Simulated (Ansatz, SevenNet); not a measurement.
**How well does each level of theory give the elastic constant C44 of hcp Mg?**

Reference value: 18.4 GPa (measured, 0 K, extrapolated to 0 K; zero-point effects included; as tabulated in Ibrahim et al. (2023), arXiv:2305.03577).

```tsv
level (code)	value (GPa)	cell (Å³/atom)
SevenNet-0	10.9	22.96
LDA (Ansatz)	20.2	21.61
BLYP (Ansatz)	14.6	23.45
PBE (Ansatz)	18.4	22.95
PBEsol (Ansatz)	19.3	22.51
revPBE (Ansatz)	[?]	23.56
PBE-D3(BJ) (Ansatz)	21.5	21.72
r²SCAN (Ansatz)	[?]	22.57
```

Some entries are withheld; supply them.


- revPBE (Ansatz, a quantum-chemistry and plane-wave program), value (GPa): 17.8
- r²SCAN (Ansatz), value (GPa): 22.2

Differences against the reference: SevenNet-0 -41 %, LDA +9.8 %, BLYP -21 %, PBE 0.0 %, PBEsol +4.9 %, revPBE -3.3 %, PBE-D3(BJ) +16.8 %, r²SCAN +21 %.

Once the reference is moved by up to 5.0 % (a margin picked here for doubts on the reference and the settings, and for temperature and zero-point motion) and values within 1.7 % count as equal, the nearest can be PBE (0.0 %), revPBE (-3.3 %) or PBEsol (+4.9 %). Farthest off among them: SevenNet-0 (-41 %).

The measured value isn't corrected to a static lattice, so vibrations enter the comparison.  PBE-D3(BJ): the dispersion coefficients are held fixed in the derivatives. Each level is taken at its own relaxed cell. Cutoffs differ between the levels. Ansatz's density-functional and Hartree–Fock values are scalar-relativistic unless marked +SOC, with PAW data made under PBE.

Machine-learned potentials (SevenNet-0) are trained on DFT data: a solid inside that data is no test of them.

Differences are worked out from the printed values.
